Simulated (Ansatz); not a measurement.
```yaml
crystal:
  periodic: [false, false, false]
  atoms:
    - {symbol: Al, position_ang: [-0.244598, -0.398673, -1.545514]}
    - {symbol: N, position_ang: [-0.253983, -0.432131, 0.498128]}
    - {symbol: C, position_ang: [0.435755, 0.724176, 1.114924]}
    - {symbol: H, position_ang: [0.177474, -1.300556, 0.806492]}
    - {symbol: H, position_ang: [-1.220734, -0.470137, 0.813330]}
    - {symbol: H, position_ang: [0.415401, 0.681241, 2.205784]}
    - {symbol: H, position_ang: [1.467280, 0.734491, 0.765643]}
    - {symbol: H, position_ang: [-0.051136, 1.636342, 0.772811]}
    - {symbol: H, position_ang: [1.338689, -0.409769, -1.800833]}
    - {symbol: H, position_ang: [-1.013557, 0.987653, -1.788290]}
    - {symbol: H, position_ang: [-1.050591, -1.752637, -1.842497]}
basis:
  gaussian: {orbitals: STO-3G, final_grid: {core_spheres: 20, valence_spheres: 16, degree: 47}}
total_charge: 1
magnetization: {spin_polarized: true, initial_magnetization: 1}
hamiltonian: {xc: {name: wB97M-V}}
scf: {lower_state_search: off}
```

```sh
$ ansatz run in.yaml --threads 4 --pin off --events-out ev --progress --plain --max-ram 3916MiB
```

It prints (some lines left out):

```
Functional definition: wB97M-V
345 factors; integrals over basis functions are off by at most 5.0e-5 eV
161 factors; integrals over basis functions are off by at most 4.0e-6 eV
mean field evaluation 1: about -9132.4361 eV, gradient 1.5e1 eV
mean field evaluation 2: about -9133.8166 eV, gradient 8.3e0 eV
mean field evaluation 4: about -9134.1947 eV, gradient 3.5e-1 eV
mean field evaluation 8: about -9134.1436 eV, gradient 2.1e-2 eV
mean field evaluation 16: about -9134.1436 eV, gradient 3.9e-4 eV
mean field -9134.14358772 eV, -335.6735855037 hartree, gradient 2.1e-6 eV, S^2 0.760731; 0 other end points of the search recorded, 0 dependent functions left out
reference -9134.14361703 eV, -335.6735865811 hartree; 17, 16 occupied and 10, 11 virtual orbitals, 345 factors
Total energy: -9134.14361703 eV, -335.6735865811 hartree
Checks for a lower state left out: stability, starts, cluster_reference, orbital_swaps, neighbouring_geometries, increment
```

Hardware: 4 threads of Arm Neoverse V2 on a shared host. Wall time 1.9 s.
